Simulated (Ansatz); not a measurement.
C5H7F, SMILES `CC1(C)C=C1F`. Total charge 0; spin multiplicity 1. All single points use the PBE0-D4/def2-TZVP geometry.

```xyz
13

C    -0.079    0.827   -1.199
C     0.088   -0.053    0.021
C    -1.202   -0.277    0.779
C     1.427   -0.008    0.806
C     1.171   -1.036    0.086
F     1.564   -2.211   -0.346
H    -0.468    1.810   -0.916
H    -0.790    0.389   -1.906
H     0.872    0.971   -1.716
H    -1.041   -0.911    1.653
H    -1.954   -0.754    0.143
H    -1.621    0.676    1.118
H     2.033    0.576    1.476
```

(1) What is the dipole moment at PBE/def2-TZVPP? (Best estimate.)

(2) And with r2SCAN, B3LYP, ωB97M-V? (An estimate is asked.)

(3) Give the Mulliken charges with PBE, B3LYP, r2SCAN in def2-TZVPP. (An estimate is asked.)

Results:

(1) Computed: 1.08 D, with components (-0.33, 0.97, 0.35) D in this frame, pointing from negative to positive charge.

(2) The calculation gave: r2SCAN 1.14 D, B3LYP 1.23 D, ωB97M-V 1.21 D.

(3) Computed: 
| atom | PBE | B3LYP | r2SCAN |
| --- | --- | --- | --- |
| C1 | -0.23 | -0.22 | -0.14 |
| C2 | 0.01 | -0.03 | 0.10 |
| C3 | -0.23 | -0.22 | -0.14 |
| C4 | -0.25 | -0.25 | -0.26 |
| C5 | 0.22 | 0.25 | 0.21 |
| F6 | -0.13 | -0.17 | -0.17 |
| H7 | 0.07 | 0.07 | 0.04 |
| H8 | 0.08 | 0.08 | 0.05 |
| H9 | 0.08 | 0.08 | 0.04 |
| H10 | 0.08 | 0.08 | 0.04 |
| H11 | 0.08 | 0.08 | 0.05 |
| H12 | 0.07 | 0.07 | 0.04 |
| H13 | 0.15 | 0.17 | 0.14 |

B3LYP here is the variant with VWN-RPA as its local correlation; programs differ in this.
